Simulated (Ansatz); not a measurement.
A made-up structure of BSi$_{2}$H$_{2}$, doublet:

| atom | x (Å) | y (Å) | z (Å) |
| --- | --- | --- | --- |
| B1 | 0.6418 | -1.1266 | 1.8987 |
| Si2 | -0.8218 | -0.2815 | 1.1184 |
| Si3 | -0.1248 | 0.2851 | -0.5052 |
| H4 | -0.1838 | -0.4949 | -1.7690 |
| H5 | 0.4887 | 1.6179 | -0.7429 |

It is relaxed with PBE-D4/def2-SVP and then PBE0-D4/def2-TZVP (Ansatz 0.2.0). Atoms count as bonded within 1.22 times the sum of their covalent radii (H–H: 0.88 Å). The end point is not checked to be a true minimum.

Problem. Does its bonding change? (Judge from chemistry; the calculation decides.)

Solution. By the calculation: Yes. Formed: B1–Si3; broken: Si2–Si3.

Where it ends: The first stage lowers the energy by 3.14 eV in 16 steps. It ends as BSi₂H₂ ([Si][B][SiH2]):
```json
{"atom": "B1", "x (Å)": "0.4547", "y (Å)": "-0.6732", "z (Å)": "1.1598"}
{"atom": "Si2", "x (Å)": "-1.2595", "y (Å)": "-0.4878", "z (Å)": "1.8609"}
{"atom": "Si3", "x (Å)": "0.2894", "y (Å)": "0.1446", "z (Å)": "-0.4976"}
{"atom": "H4", "x (Å)": "-0.0606", "y (Å)": "-0.5616", "z (Å)": "-1.7576"}
{"atom": "H5", "x (Å)": "0.5760", "y (Å)": "1.5781", "z (Å)": "-0.7655"}
```

Labels in which every atom is bracketed show which atoms are joined, not bond orders.

For scale, one of the runs: PBE0-D4/def2-TZVP relaxation, 117 basis functions, launched by `ansatz run in.yaml --threads 2 --pin off --events-out ev --progress --plain --max-ram 4352MiB`. Hardware: 2 CPU threads of an Arm Neoverse V2, shared host. Wall time about 22 s.
